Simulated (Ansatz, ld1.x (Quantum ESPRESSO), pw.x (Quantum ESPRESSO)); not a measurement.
## Equation-of-state test of one ultrasoft potential (Cr (Z = 24))

```json
{
  "Element": "Cr (Z = 24)",
  "Generator": "ld1.x (Quantum ESPRESSO) 7.5",
  "Type": "ultrasoft",
  "Functional": "PBE",
  "Relativity": "scalar-relativistic",
  "Frozen core": "[Ne]",
  "Valence charge": "14",
  "Reference configuration": "3s2 3p6 3d5 4s0.5 4p0 (charge +0.5)",
  "Partial waves": "3s (bound): rcut 1.50, rcutus 1.60 bohr; 4s (bound): rcut 1.50, rcutus 1.60 bohr; 3p (bound): rcut 1.35, rcutus 1.80 bohr; 4p (bound, empty): rcut 1.35, rcutus 1.80 bohr; 3d (bound): rcut 1.45, rcutus 1.75 bohr; 3d channel at -0.05 Ry: rcut 1.45, rcutus 1.75 bohr",
  "Local potential": "all-electron potential smoothed inside 1.65 bohr (lloc = -2)",
  "Core correction": "Bessel-smoothed model core inside 1.15 bohr",
  "Augmentation charge": "PSQ, inside the norm-conserving radii"
}
```

Crystal test: bcc Cr in pw.x 7.5, no spin, 16³ k-points, Fermi–Dirac smearing 0.01 Ry, cutoffs 70/560 Ry. The reference is all-electron LAPW (Ansatz 0.2.0) with the same functional, mesh and smearing; V0 and B0 come from Birch–Murnaghan fits to the pressures at five volumes. Errors are pseudo minus all-electron; Δ is the rms difference of the E(V) curves that follow from these fits, minima aligned, over ±6 % about the mean V0. Mesh and smearing are coarse, so the numbers serve the comparison and aren't converged zero-temperature values; the lattice is a test structure that the element need not adopt. Spin polarisation and strong correlation are left out, which matters for this element.

All-electron: a0 = 2.849 Å (V0 = 11.56 Å³/atom), B0 = 256.7 GPa.

Question: How far does the potential miss the all-electron equation of state?

Answer: mean pressure error (GPa): +13.43. The pressure does not cross zero within the volumes sampled, so no fit is given. This is a poor potential for the solid. Atomic configuration tests: test run stopped at test 4 of 7 (negative rho).

```
V (Å³/atom)  P all-electron (GPa)  P pseudo (GPa)
     10.998                 14.15           29.04
     11.288                  6.38           20.51
     11.577                 -0.44           12.94
     11.866                 -6.41            6.28
     12.156                -11.64            0.38
```

Question: At the middle volume, how do free energy and pressure move when the wave cutoff is lowered (ecutrho held at 560 Ry)?

Answer:

| cutoff (Ry) | shift of F (meV/atom) | shift of P (GPa) |
| --- | --- | --- |
| 32 | +468.8 | -32.81 |
| 42 | +44.6 | -1.88 |
| 56 | +12.2 | -0.60 |

The run at the middle volume (145 k-points, 16 iterations) took about 28 s on one core of a shared host (Neoverse-V2, 32 threads, 247 GiB, load 19).
